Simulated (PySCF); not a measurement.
Compound: C5H11O (doublet state).
Cartesian coordinates in Å at the GFN2-xTB level; atoms count from 1:
```
atom  x, y, z in Å
C1    -1.7908    0.4651    0.5494
C2    -0.6104   -0.3380    0.9271
C3     0.5030   -0.5860   -0.0267
C4     0.1250   -1.6593   -1.0650
O5     0.8607    0.5710   -0.7747
C6     1.4667    1.5715   -0.0012
H7    -2.6670   -0.1724    0.3797
H8    -2.0678    1.1603    1.3465
H9    -1.5910    1.0246   -0.3616
H10   -0.6211   -0.8847    1.8543
H11    1.3874   -0.9399    0.5338
H12    0.9679   -1.8376   -1.7268
H13   -0.7149   -1.3059   -1.6550
H14   -0.1457   -2.5839   -0.5634
H15    0.8034    1.9205    0.7992
H16    1.6877    2.3952   -0.6778
H17    2.4001    1.2115    0.4523
```

The hyperfine couplings belong to this conformer and change with its torsions.

Identity: `C[CH][C@@H](C)OC` [radical].

Computed with PySCF 2.14.0, UKS B3LYP, pcH-1 on C H O, non-relativistic, mean-field spin-orbit, GIAO. The structure is a single GFN2-xTB conformer in the gas phase; no vibrational or solvent corrections. A GFN2-xTB geometry isn't a minimum of the functional, and hyperfine couplings can be far from their values at a DFT geometry. No stability test was run, so a lower SCF solution isn't excluded.

Task: Match the computed a_iso(1H) values +76.7, -62.3, +26.3, +6.6, -0.4 MHz (means over equivalent nuclei) with the sites H7/H8/H9; H10; H11; H12/H13/H14; H15/H16/H17.

Result: 
```json
{"site": "H7/H8/H9", "a_iso (MHz)": "+76.7", "ρ(0) (bohr⁻³)": "+0.0172", "position": "β, 2 bonds from C2", "distance from C2 (Å)": "2.13", "bound to": "C1", "spin population there": "-0.08", "largest |T| (MHz)": "8.9"}
{"site": "H10", "a_iso (MHz)": "-62.3", "ρ(0) (bohr⁻³)": "-0.0139", "position": "α, 1 bond from C2", "distance from C2 (Å)": "1.08", "bound to": "C2", "spin population there": "+1.03", "largest |T| (MHz)": "38.8"}
{"site": "H11", "a_iso (MHz)": "+26.3", "ρ(0) (bohr⁻³)": "+0.0059", "position": "β, 2 bonds from C2", "distance from C2 (Å)": "2.12", "bound to": "C3", "spin population there": "-0.06", "largest |T| (MHz)": "10.3"}
{"site": "H12/H13/H14", "a_iso (MHz)": "+6.6", "ρ(0) (bohr⁻³)": "+0.0015", "position": "γ, 3 bonds from C2", "distance from C2 (Å)": "2.98", "bound to": "C4", "spin population there": "+0.04", "largest |T| (MHz)": "6.4"}
{"site": "H15/H16/H17", "a_iso (MHz)": "-0.4", "ρ(0) (bohr⁻³)": "-0.0001", "position": "4 bonds from C2", "distance from C2 (Å)": "3.33", "bound to": "C6", "spin population there": "+0.01", "largest |T| (MHz)": "5.2"}
```

ρ(0) is the spin density at the nucleus and T the dipolar tensor; entries for several nuclei are means. The Mulliken spin populations are largest on C2 (+1.03), C1 (-0.08) and C3 (-0.06). No atom but C2 exceeds +0.15. The angles at C2 add up to 359.3°, so it is planar; its axial dipolar tensor and the negative coupling of its proton fit spin in a p orbital normal to that plane.

β density exceeds α density at some nuclei, such as C3 (-0.0287), C1 (-0.0283) and H10 (-0.0139), spin density in bohr⁻³. In a single determinant that takes different orbitals for the two spins, that is spin polarisation.

Means are taken over nuclei equivalent by connectivity, which assumes that they swap fast. The three 1H nuclei of mean +76.7 MHz run from 6.2 to 137.1 MHz in the frozen geometry. The three 1H nuclei of mean +6.6 MHz run from -3.6 to 21.7 MHz in the frozen geometry.

Time: 48 s (with the writing of density and orbital grids); peak memory 1.0 GiB. Hardware: an Arm Neoverse V1 with one thread, shared host.
